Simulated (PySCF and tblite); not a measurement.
Results of a calculation; reference values are marked as such.
# Dynamics report: rotation

System: C₄H₉N, numbered as in [CH3:1][CH2:2][N:3]1[CH2:4][CH2:5]1.

Motion: rotation about the C2–N3 bond (torsion C1–C2–N3–C4 from -86° to 36°, rising). The path came from a restrained scan, a climbing-image band and a saddle search at GFN2-xTB; energies are B3LYP/pcSseg-1 + D3(BJ)//GFN2-xTB, thermal terms GFN2-xTB. Rates follow Eyring's equation with the number of equivalent paths and no tunnelling. (PySCF 2.14 with density fitting, tblite 0.8.)

```csv
point,symmetry,E(GFN2) kcal/mol,E(DFT) kcal/mol,ZPE change kcal/mol,lowest mode cm⁻¹,dipole D
start,C1,0.0,0.0,0.00,99,1.12
saddle,C1,3.4,5.6,0.03,110i,1.32
end,Cs,1.8,3.1,0.04,26,1.26
```

```
Electronic barrier                                      : 5.6 kcal/mol
Barrier with zero-point energy                          : 5.6 kcal/mol
ΔH‡ (298 K)                                             : 5.0 kcal/mol
ΔS‡ (298 K, symmetry apart)                             : -3.9 cal/(mol K)
Paths                                                   : 1 equivalent path
End point                                               : a different minimum
Mean lifetime of the start against this motion at 298 K : 5.6 ns
Cost                                                    : 40 s on 1 thread of Arm Neoverse V1, shared host (rough), peak memory 0.62 GiB, launched as `OMP_NUM_THREADS=1 python ens_run.py task.json out`
```

```
T/K  ΔG‡ kcal/mol    k s⁻¹  ΔG kcal/mol  k back s⁻¹
150           5.8  1.2×10⁴          3.0       6×10⁸
200           5.9  1.5×10⁶          3.0     5.7×10⁹
250           6.0  2.7×10⁷          3.0    2.2×10¹⁰
298           6.2  1.8×10⁸          3.0    5.5×10¹⁰
350           6.4  7.6×10⁸          3.0    1.1×10¹¹
400           6.6  2.2×10⁹          3.0    1.9×10¹¹
500           7.0  9.6×10⁹          3.0    3.9×10¹¹
```

ΔG and ΔG‡ leave out symmetry numbers and mirror images; rates count paths: 1 out, 2 back.
